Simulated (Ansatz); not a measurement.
# Al–GaH–Cl, quintet in cc-pVDZ: errors against UCCSDT(Q)

Geometry: that of the Al–GaH–Cl, triplet, kept fixed. The triplet lies 3.7 eV lower here.

```xyz
4

Al    0.0000   -0.7317    2.1344
Ga    0.0000    0.6006    0.0419
Cl    0.0000   -0.6855   -1.7026
H     0.0000    2.1542   -0.1484
```

Basis cc-pVDZ; Ansatz 0.2.0. Correlated methods freeze the noble-gas cores and the filled d shells of p-block atoms, which leaves 14 electrons in 44 orbitals. Prefix R: restricted or restricted open-shell reference; prefix U: unrestricted. No spin–orbit coupling is included, and no scalar relativity.

Full CI isn't at hand for all of this; UCCSDT(Q) serves as the reference, and is uncertain by about the last step of the cluster series.

* UHF ⟨S²⟩: 6.008
* T1 diagnostic (RCCSD): 0.0323
* largest doubles amplitude (RCCSD): 0.052
* T1 diagnostic (UCCSD): 0.0279

Problem. From what is known of these methods and the diagnostics, rank them by the size of their error in total energy against UCCSDT(Q) in cc-pVDZ, smallest first (an estimate: the text doesn't fix the numbers).
A. UCCSDT
B. UMP2
C. UCCSD(T)
D. UCCSD
E. UHF

Solution. A (0.41 kcal/mol), C (1.31 kcal/mol), D (5.26 kcal/mol), B (24.31 kcal/mol), E (150.85 kcal/mol).

All errors are against UCCSDT(Q) in cc-pVDZ. Within each family the higher level lies nearer, as is usual though not guaranteed.
